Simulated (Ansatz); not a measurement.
# O2 (triplet): from Hartree-Fock to the top rungs, def2-TZVPP

The task here is to estimate one member of a computed series from the others.

Method: def2-TZVPP, core rule «outside noble gas», up to 2 orbitals frozen; program: Ansatz 0.2.0, Gaussian basis.

The runs, in order: UHF; ROHF; CCSD(T) on UHF.

2 further runs of the same task are left out: 2 set aside as unsound or not needed.

## The geometry

The geometry is a PBE0/def2-TZVP stationary point (not a proven minimum) of the parent state, kept for this charge and spin.

2 atoms, charge 0, spin multiplicity 3.

Atoms are counted from 1 here; the program's logs count them from 0.

Bond lengths: O1–O2 1.193 Å.

Coordinates:

```tsv
atom	x (Å)	y (Å)	z (Å)
O1	0.0000	0.0000	0.0000
O2	0.0000	0.0000	1.1930
```

The first run:

Input file in.yaml:

```yaml
crystal:
  periodic: [false, false, false]
  atoms:
    - {symbol: O, position_ang: [0.000000, 0.000000, 0.000000]}
    - {symbol: O, position_ang: [0.000000, 0.000000, 1.192971]}
basis:
  gaussian: {orbitals: def2-TZVPP}
magnetization: {spin_polarized: true, initial_magnetization: 2}
hamiltonian: {xc: hf}
output: {orbitals: {seedname: orbitals}}
```

Started as:

```
ansatz run in.yaml --threads 1 --pin off --events-out ev --progress --plain --max-ram 2560MiB --backend cpu
```

Steps of the session up to this table: UHF; ROHF; CCSD(T) on UHF.

One table of the session follows, with a row left open; its other results are not shown here.

| method | from UCCSD(T) (meV) |
| --- | --- |
| ROHF | +12829.2 |
| UHF | +12215.7 |
| UMP2 | +550.8 |
| UCCSD | ? |
| UCCSD(T) | 0 |

Q: Estimate the row for UCCSD from the others.

**Answer.** from UCCSD(T) (meV): +465.3. In the column «from UCCSD(T) (meV)» it lies between UCCSD(T) (0) and UMP2 (+550.8).
